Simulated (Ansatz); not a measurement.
A structure relaxed at PBE0-D4/def2-TZVP, charge 0, multiplicity 1:

```
atom   x (Å)   y (Å)   z (Å)
  O1  -0.342  -1.851   1.012
  C2  -0.998  -0.772   0.380
  C3  -0.104   0.262  -0.113
  C4   0.656   1.118  -0.498
  S5   1.677   2.376  -0.924
  H6   0.292  -1.488   1.637
  H7  -1.559  -1.203  -0.453
  H8  -1.733  -0.303   1.050
  H9   2.111   1.859  -2.089
```

(1) Give its formula and SMILES.

(2) Summarise the bond lengths by kind.

## Answers

(1) C3H4OS, `OCC#CS`.

(2) 1 × C–O 1.412 Å; 1 × H–O 0.961 Å; 2 × C–C 1.208 to 1.453 Å; 2 × C–H 1.093 to 1.100 Å; 1 × C–S 1.675 Å; 1 × H–S 1.347 Å.

Program: Ansatz 0.2.0.
